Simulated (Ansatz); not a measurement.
# Si2BH7: basis-set convergence

One table from this session's results is given with a row withheld; the runs are named, their logs left out.

Method: one geometry, several basis sets; program: Ansatz 0.2.0, Gaussian basis.

Levels to be run: PBE0-D4/def2-SVP; ωB97M-V/def2-SVP; PBE0-D4/def2-QZVPP; ωB97M-V/def2-QZVPP; the functionals' def2-TZVPP values are taken from earlier runs.

1 further run of the same task is left out (it didn't finish).

### Structure used throughout

An earlier PBE0-D4 in a triple-zeta def2 set relaxation fixed the geometry.

10 atoms, charge 0, spin multiplicity 1.

Atoms are counted from 1 here; the program's logs count them from 0.

Bond lengths: B1–Si2 1.988 Å, B1–H4 1.195 Å, B1–H5 1.195 Å, Si2–Si3 2.356 Å, Si2–H6 1.490 Å, Si2–H7 1.490 Å, Si3–H8 1.487 Å, Si3–H9 1.487 Å, Si3–H10 1.488 Å. Angles: Si2–B1–H4 120.9°, Si2–B1–H5 120.8°, H4–B1–H5 118.0°, B1–Si2–Si3 102.8°, B1–Si2–H6 114.8°, B1–Si2–H7 114.9°, Si3–Si2–H6 107.3°, Si3–Si2–H7 107.3°, H6–Si2–H7 109.1°, Si2–Si3–H8 110.4°, Si2–Si3–H9 110.5°, Si2–Si3–H10 110.0°, H8–Si3–H9 108.5°, H8–Si3–H10 108.7°, H9–Si3–H10 108.7°.

The first run:

in.yaml reads:

```yaml
crystal:
  periodic: [false, false, false]
  atoms:
    - {symbol: B, position_ang: [-1.625591, 0.490499, -0.832325]}
    - {symbol: Si, position_ang: [0.300285, 0.844917, -0.486932]}
    - {symbol: Si, position_ang: [0.919375, -0.945447, 0.913828]}
    - {symbol: H, position_ang: [-1.968379, -0.220280, -1.730242]}
    - {symbol: H, position_ang: [-2.466670, 0.897777, -0.086815]}
    - {symbol: H, position_ang: [0.579811, 2.105142, 0.256397]}
    - {symbol: H, position_ang: [1.174161, 0.785802, -1.691732]}
    - {symbol: H, position_ang: [0.730395, -2.242698, 0.211173]}
    - {symbol: H, position_ang: [0.089681, -0.950975, 2.148349]}
    - {symbol: H, position_ang: [2.349933, -0.816036, 1.301300]}
basis:
  gaussian: {orbitals: def2-SVP}
hamiltonian: {xc: pbe0, dispersion: d4}
output: {orbitals: {seedname: orbitals}}
```

Run with:

```console
ansatz run in.yaml --threads 2 --pin off --events-out ev --progress --plain --max-ram 4352MiB
```

Among the steps run: PBE0-D4 in def2-SVP; ωB97M-V in def2-SVP; PBE0-D4 in def2-QZVPP; ωB97M-V in def2-QZVPP.

One of the session's tables, all rows but one given; the rest of the session is left out.

It belongs to the step «Functionals by basis». 

```
functional       basis  HOMO (eV)  LUMO (eV)
   PBE0-D4    def2-SVP      -8.01      -2.46
   PBE0-D4  def2-TZVPP          ?          ?
   PBE0-D4  def2-QZVPP      -7.96      -2.50
   ωB97M-V    def2-SVP      -9.98      -0.46
   ωB97M-V  def2-TZVPP      -9.97      -0.59
   ωB97M-V  def2-QZVPP      -9.97      -0.63
```

**Question.** Estimate the row for PBE0-D4, def2-TZVPP.

As computed: HOMO (eV): -7.96; LUMO (eV): -2.49.
